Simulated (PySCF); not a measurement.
Compound: C5H8N (doublet state).
Structure used (GFN2-xTB), in Å, numbered top down from 1:
```
atom  x, y, z in Å
C1     3.0863   -0.3923   -0.1831
C2     1.8109   -0.1599    0.1953
C3     0.6638    0.0462    0.5656
C4    -0.7256    0.2760    0.9075
C5    -1.5994   -0.8415    0.2952
N6    -1.1152    1.6198    0.5010
H7     3.5530   -1.3421    0.0065
H8     3.6572    0.3712   -0.6802
H9    -0.8291    0.2344    2.0032
H10   -2.6412   -0.6987    0.5787
H11   -1.2700   -1.8154    0.6484
H12   -1.5236   -0.8226   -0.7910
H13   -0.9727    1.7440   -0.4957
H14   -2.0951    1.7805    0.7064
```

The hyperfine couplings belong to this conformer and change with its torsions.

As a line formula: `[CH2]C#C[C@H](C)N` [radical].

Computed, not measured: UKS B3LYP, pcH-1 on C H N, non-relativistic, mean-field spin-orbit, GIAO (PySCF). The structure is a single GFN2-xTB conformer in the gas phase; no vibrational or solvent corrections. The geometry wasn't refined by DFT: couplings that depend on bond lengths, twists or pyramidal angles can differ widely from those at the functional's own minimum.

Task: How many α and β electrons are there, and what is ⟨S²⟩ of the pure spin state?

Result: Nα = 23, Nβ = 22 (45 in all), and S(S+1) = 0.75 for S = 1/2.

Mulliken spin populations, one withheld:

| atom | bound to | population |
| --- | --- | --- |
| C1 | C2, H7, H8 | ? |
| C2 | C1, C3 | -0.2584 |
| C3 | C2, C4 | +0.5328 |
| C4 | C3, C5, N6, H9 | -0.0384 |
| C5 | C4, H10, H11, H12 | +0.0178 |
| N6 | C4, H13, H14 | +0.0010 |
| H7 | C1 | -0.0353 |
| H8 | C1 | -0.0352 |
| H9 | C4 | +0.0258 |
| H10 | C5 | +0.0056 |
| H11 | C5 | -0.0017 |
| H12 | C5 | +0.0007 |
| H13 | N6 | +0.0008 |
| H14 | N6 | -0.0002 |

Task: Fill in the missing population.

Result: The populations add up to Nα − Nβ = 1, and the others sum to 0.2153, so C1 holds +0.785.

Task: How is the spin shared among the elements?

Result: Carbon +1.04, nitrogen 0.00, hydrogen -0.04. The positive populations sum to 1.37, the negative ones to -0.37.

Task: The run gives ⟨S²⟩ = 0.7682. What does that say of the overlap of α and β orbitals, and of the weight of higher spin?

Result: Σ|⟨iα|jβ⟩|² over occupied orbitals = Nβ − [⟨S²⟩ − S(S+1)] = 22 − 0.0182 = 21.9818. If the quartet state (S + 1) were the only admixture, its weight would be 0.0182/(2S + 2) = 0.61 %. For Kohn–Sham this describes the determinant of the orbitals, not the true wave function.

Task: What Fermi-contact NMR shifts do the couplings of C3, C4, C5, N6, H7, H8, H9 imply at 298 K (Curie law, g = gₑ)?

Result: δ = a_FC·h·gₑ μB S(S+1)/(3 g_N μN kT), with k/h = 20836.6 MHz/K:

| nuclei | isotope | a_FC (MHz) | g_N | contact shift (ppm) |
| --- | --- | --- | --- | --- |
| C3 | 13C | 47.47 | 1.4048 | +5002 |
| C4 | 13C | -19.16 | 1.4048 | -2019 |
| C5 | 13C | 34.25 | 1.4048 | +3609 |
| N6 | 14N | 1.80 | 0.4038 | +659 |
| H7 | 1H | -52.14 | 5.5857 | -1382 |
| H8 | 1H | -52.06 | 5.5857 | -1380 |
| H9 | 1H | 59.15 | 5.5857 | +1567 |

The sign follows the spin density at the nucleus: positive density means a positive shift.

H7 and H8 aren't averaged: C1 is flat or nearly so (angle sum 360°), and its turn about the short C1–C2 bond (1.35 Å) is taken as slow.

Examples of negative spin density at the nucleus (bohr⁻³): C2 (-0.0569), C4 (-0.0170) and H7 (-0.0117).
